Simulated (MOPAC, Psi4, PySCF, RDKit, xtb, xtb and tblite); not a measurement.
Two geometries of SMILES O=CC=O (C₂H₂O₂), relaxed at GFN2-xTB with one dihedral held; other torsions can differ between them too.

Structure A

```
6

O     -1.3386     1.1181     0.0477
C     -0.7605     0.0734    -0.0051
C      0.7460    -0.0735    -0.0242
O      1.3793    -0.6678     0.7968
H     -1.2912    -0.8994    -0.0337
H      1.2209     0.4421    -0.8830
```

Structure B

```
6

O      1.3106     1.1405     0.0954
C      0.7195     0.1060     0.0214
C     -0.7786    -0.0654    -0.0577
O     -1.4165    -0.2697    -1.0459
H      1.2394    -0.8767     0.0399
H     -1.2460    -0.0144     0.9499
```

Question: Which is lower in energy at the level DF-MP2 (frozen core)/cc-pVTZ // GFN2-xTB run with Psi4, and by how much?

Answer: A is lower, by 2.26 kcal/mol (dihedral O1–C2–C3–O4: 120° in A, 100° in B).

E(B) − E(A) in kcal/mol at the other levels, on the same two geometries: GFN2-xTB (xtb and tblite) 0.29; MMFF94 // GFN2-xTB (RDKit) 2.02; PBE0/def2-TZVP // GFN2-xTB (Psi4) 2.01; PBE0-D3(BJ)/def2-TZVP // GFN2-xTB (Psi4) 2.01; PBE/def2-TZVP // GFN2-xTB (Psi4) 2.05; PBE-D3(BJ)/def2-TZVP // GFN2-xTB (Psi4) 2.05; r2SCAN/def2-TZVP // GFN2-xTB (Psi4) 2.14; HF/cc-pVTZ // GFN2-xTB (Psi4) 2.10; UFF // GFN2-xTB (RDKit) 5.00; AM1, restricted, heats of formation // GFN2-xTB (MOPAC) 0.38; PM7, restricted, heats of formation // GFN2-xTB (MOPAC) 0.66; GFN1-xTB // GFN2-xTB (xtb) 0.48; restricted B3LYP/6-31G*, spherical d // GFN2-xTB (PySCF) 2.31; restricted MP2 (frozen core)/3-21G // GFN2-xTB (PySCF) 2.50; restricted B3LYP/LANL2DZ // GFN2-xTB (PySCF) 2.29; restricted MP2 (frozen core)/6-31G*, spherical d // GFN2-xTB (PySCF) 2.50.
